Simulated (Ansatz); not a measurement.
`CCC(O)Cl` and `CCC(O)CC` differ in one atom or group.

Ansatz, PBE0-D4/def2-TZVP geometries, multiplicity 1. Each molecule was computed in one conformer, which needn't be the lowest.

| property | `CCC(O)Cl` |
| --- | --- |
| HOMO–LUMO gap (ωB97M-V/def2-TZVPP) / eV | 12.99 |
| size of the dipole moment (ωB97M-V/def2-TZVPP) / D | 1.68 |
| LUMO energy (PBE/def2-TZVPP) / eV | -0.36 |
| HOMO energy (PBE0/def2-TZVPP) / eV | -8.31 |
| LUMO energy (B3LYP/def2-TZVPP) / eV | 0.35 |
| HOMO energy (PBE/def2-TZVPP) / eV | -6.83 |

What does the change do to each property? (Best estimate.)

Computed: 
| property | `CCC(O)CC` | shift |
| --- | --- | --- |
| HOMO–LUMO gap (ωB97M-V/def2-TZVPP) / eV | 12.55 | -0.44 |
| size of the dipole moment (ωB97M-V/def2-TZVPP) / D | 1.56 | -0.12 |
| LUMO energy (PBE/def2-TZVPP) / eV | 0.14 | 0.50 |
| HOMO energy (PBE0/def2-TZVPP) / eV | -7.73 | 0.58 |
| LUMO energy (B3LYP/def2-TZVPP) / eV | 0.62 | 0.27 |
| HOMO energy (PBE/def2-TZVPP) / eV | -6.13 | 0.70 |

With PBE0 the HOMO rises by 0.58 eV and the LUMO rises by 0.29 eV, so the gap narrows by about 0.29 eV. PBE moves the HOMO by 0.70 eV and ωB97M-V by 0.50 eV. Dipoles are sizes alone; their direction can turn.

B3LYP here is the variant with VWN-RPA as its local correlation; programs differ in this.
